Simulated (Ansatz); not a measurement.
Geometry optimisation, Ansatz 0.2.0, RKS BHLYP-D4/def2-SVP.

Input file:

```yaml
crystal:
  periodic: [false, false, false]
  atoms:
    - { symbol: O, position_ang: [-0.78218, -0.95768, -0.53765] }
    - { symbol: C, position_ang: [-0.07192, 0.01365, -0.10287] }
    - { symbol: S, position_ang: [0.86916, -0.23323, 1.2583] }
    - { symbol: H, position_ang: [-1.33125, -0.8119, -1.33183] }
    - { symbol: H, position_ang: [-0.07348, 0.98073, -0.60655] }
    - { symbol: H, position_ang: [0.5289, -1.52219, 1.45673] }
total_charge: 1
basis:
  gaussian: { orbitals: def2-SVP }
hamiltonian:
  xc: { name: BHLYP }
  dispersion: d4
relax:
  f_tol: 0.015
  max_steps: 40
```

Launched with:

```bash
$ ansatz run input.yaml --threads 1 --pin off --max-ram 2048MiB --backend cpu --events-out ev --progress --plain --runs-dir out
```

Q: Where does it end, and by what steps?

A: It converged. Limits of this set-up: the dipole of an ion depends on the origin. After 4 steps the energy has fallen by 0.046 eV; H4 moved furthest, 0.07 Å.

```csv
step,energy less start (eV),largest force component (eV/Å),accepted
0,0.0000,1.469,yes
1,-0.0334,0.502,yes
2,-0.0370,0.450,yes
3,-0.0459,0.106,yes
4,-0.0461,0.007,yes
```

```xyz
6
Properties=species:S:1:pos:R:3
O -0.805 -0.973 -0.561
C -0.087 -0.039 -0.099
S 0.873 -0.210 1.245
H -1.320 -0.749 -1.350
H -0.078 0.941 -0.586
H 0.556 -1.500 1.488
```

Run time: 7.8 s on 1 thread of Arm Neoverse V2, with other jobs on the host, peak memory 0.13 GiB.
